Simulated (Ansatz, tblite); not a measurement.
# The cluster HgSe₂−: a ladder of methods and basis sets

The task here is to estimate one member of a computed series from the others.

Method: as each input shows; program: Ansatz 0.2.0, Gaussian basis.

The runs, in order: GFN1-xTB, GFN2-xTB, PBE-D4/def2-TZVPD, r2SCAN-D4/def2-TZVPD, ωB97X-V/def2-TZVPD, BHLYP-D4/def2-TZVPD, r2SCAN0-D4/def2-TZVPD, ωB97M-V/def2-TZVPD, r2SCANh-D4/def2-TZVPD, PBE-D4/def2-SVPD, PBE0-D4/def2-SVPD, CCSD(T)/def2-SVPD, MP2/def2-TZVPD, RPA/def2-TZVPD.

1 further run of the same task is left out (set aside as unsound or not needed). Runs told in other sessions of the task aren't counted.

**The relaxed structure**

The geometry is that of the doublet, from an earlier relaxation (r2SCAN-D4/def2-TZVPD). At that level it is the lowest of the isomers that a small search found.

3 atoms, charge -1, spin multiplicity 2.

Bond lengths: Se2–Se3 2.277 Å.

Hg takes a core potential in the def2 sets. No spin-orbit coupling is included. The ion is computed in the gas phase, without counter-ions or solvent.

PBE0-D4/def2-TZVPD was run before; its log isn't repeated, and its numbers join the tables.

Set-up of the first run:

Tight binding, by tblite at 300 K electronic temperature and without a spin-polarisation term:

```python
tblite.interface.Calculator('GFN1-xTB', numbers, positions, charge=-1, uhf=1).singlepoint()
```

Tight binding, by tblite at 300 K electronic temperature and without a spin-polarisation term:

```python
tblite.interface.Calculator('GFN2-xTB', numbers, positions, charge=-1, uhf=1).singlepoint()
```

start.molden holds the orbitals of an earlier run on this state, given as this run's starting guess.

File in.yaml:

```yaml
crystal:
  periodic: [false, false, false]
  atoms:
    - {symbol: Hg, position_ang: [-1.025838, 1.802882, 0.115546]}
    - {symbol: Se, position_ang: [1.502555, -0.338327, -0.055300]}
    - {symbol: Se, position_ang: [-0.476717, -1.464555, -0.060256]}
basis:
  gaussian: {orbitals: def2-TZVPD, initial_orbitals: start.molden}
total_charge: -1
magnetization: {spin_polarized: true, initial_magnetization: 1}
hamiltonian: {xc: pbe, dispersion: d4}
scf: {omitted_lower_state_checks: [starts]}
output: {orbitals: {seedname: orbitals}}
```

Launch:

```
$ ansatz run in.yaml --threads 4 --pin off --events-out ev --progress --plain --max-ram 3916MiB
```

Among the steps run: PBE-D4/def2-TZVPD; r2SCAN-D4/def2-TZVPD; ωB97X-V/def2-TZVPD; BHLYP-D4/def2-TZVPD; r2SCAN0-D4/def2-TZVPD; ωB97M-V/def2-TZVPD; r2SCANh-D4/def2-TZVPD; PBE-D4/def2-SVPD; PBE0-D4/def2-SVPD; CCSD(T)/def2-SVPD; MP2/def2-TZVPD; RPA/def2-TZVPD.

One of the session's tables, all rows but one given; the rest of the session is left out.

| level | HOMO (eV) | LUMO (eV) | gap (eV) |
| --- | --- | --- | --- |
| PBE-D4/def2-SVPD | 0.27 | 0.44 | 0.17 |
| PBE-D4/def2-TZVPD | 0.22 | 0.44 | 0.22 |
| r2SCAN-D4/def2-TZVPD | 0.07 | 0.56 | 0.49 |
| r2SCANh-D4/def2-TZVPD | -0.29 | 0.88 | 1.16 |
| PBE0-D4/def2-SVPD | -0.69 | 1.23 | 1.92 |
| PBE0-D4/def2-TZVPD | -0.72 | 1.26 | 1.97 |
| r2SCAN0-D4/def2-TZVPD | -0.83 | 1.34 | 2.18 |
| BHLYP-D4/def2-TZVPD | ? | ? | ? |
| ωB97X-V/def2-TZVPD | -2.83 | 3.10 | 5.94 |
| ωB97M-V/def2-TZVPD | -2.72 | 2.97 | 5.69 |

**Question.** Estimate the row for BHLYP-D4/def2-TZVPD.

**Answer.** HOMO (eV): -1.57; LUMO (eV): 2.09; gap (eV): 3.66. In the column «HOMO (eV)» it lies between ωB97M-V/def2-TZVPD (-2.72) and r2SCAN0-D4/def2-TZVPD (-0.83).
